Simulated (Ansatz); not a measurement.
[Cl···H···F], doublet: transfer scan

Starting geometry:

```csv
atom,x (Å),y (Å),z (Å)
Cl,0.0000,0.0000,-1.2426
H,0.0000,0.0000,0.0362
F,0.0000,0.0000,1.2064
```

From there H2 is moved from one fragment to the other while all else, the fragments' distance too, stays fixed; atoms are numbered as listed. Energies are in kJ/mol, counted from the starting geometry at the same level.

Basis cc-pVTZ; Ansatz 0.2.0. Correlated methods freeze the noble-gas cores. Prefix R: restricted or restricted open-shell reference; prefix U: unrestricted. Active spaces: valence = (15e, 9o) chosen from the atoms' valence shells.

HF rows are the lowest solutions found. Coupled cluster chose its determinant by trial CCSD, here up to 0.26 eV above the lowest Hartree–Fock solution of its kind, and MP2 stands on that determinant too. Runs in a small pair space aren't shown, since their orbitals change along the scan. A value is left out where its run failed or describes another state than the reference as far as symmetry and spin tell, or, spin-broken singlets apart, can't be checked. The reference follows the lowest state, whose symmetry changes from Σ⁺ or Δ to Π between 1.395 and 1.472.

Full CI isn't at hand for all of this; UCCSDT(Q) serves as the reference, and is uncertain by about the last step of the cluster series. The frozen core follows each run's orbitals, which can shift R against U totals by a few meV.

```json
{"distance Cl1-H2 (Å)": "1.279", "UCCSDT(Q)": "0.0", "error RHF": "0.0", "error UHF": "0.0", "error RMP2": "0.0", "error UCCSD(T)": "0.0", "error RCCSDT": "0.0", "error CASSCF (valence space)": "0.0"}
{"distance Cl1-H2 (Å)": "1.317", "UCCSDT(Q)": "-12.8", "error RHF": "20.9", "error UHF": "12.7", "error RMP2": "-5.4", "error UCCSD(T)": "0.0", "error RCCSDT": "0.2", "error CASSCF (valence space)": "5.6"}
{"distance Cl1-H2 (Å)": "1.395", "UCCSDT(Q)": "-41.0", "error RHF": "–", "error UHF": "–", "error RMP2": "-41.7", "error UCCSD(T)": "-0.4", "error RCCSDT": "-0.1", "error CASSCF (valence space)": "–"}
{"distance Cl1-H2 (Å)": "1.472", "UCCSDT(Q)": "-69.8", "error RHF": "-13.2", "error UHF": "3.0", "error RMP2": "-38.3", "error UCCSD(T)": "-1.1", "error RCCSDT": "-0.7", "error CASSCF (valence space)": "11.1"}
{"distance Cl1-H2 (Å)": "1.549", "UCCSDT(Q)": "-87.5", "error RHF": "-24.3", "error UHF": "-7.9", "error RMP2": "-37.8", "error UCCSD(T)": "-1.4", "error RCCSDT": "-0.9", "error CASSCF (valence space)": "4.2"}
```

Errors are those of relative energies. In total energy the starting point itself misses UCCSDT(Q) by: RHF 1290.5, UHF 1259.2, RMP2 133.7, UCCSD(T) 4.4, RCCSDT 2.2, CASSCF (valence space) 1209.0 kJ/mol.

Spread of the error over the points with a reference, to 1.549 Å (largest less smallest): RCCSDT 1.1, UCCSD(T) 1.4, CASSCF (valence space) 11.1 (4 of 5 points), UHF 20.6 (4 of 5 points), RMP2 41.7, RHF 45.2 (4 of 5 points) kJ/mol.
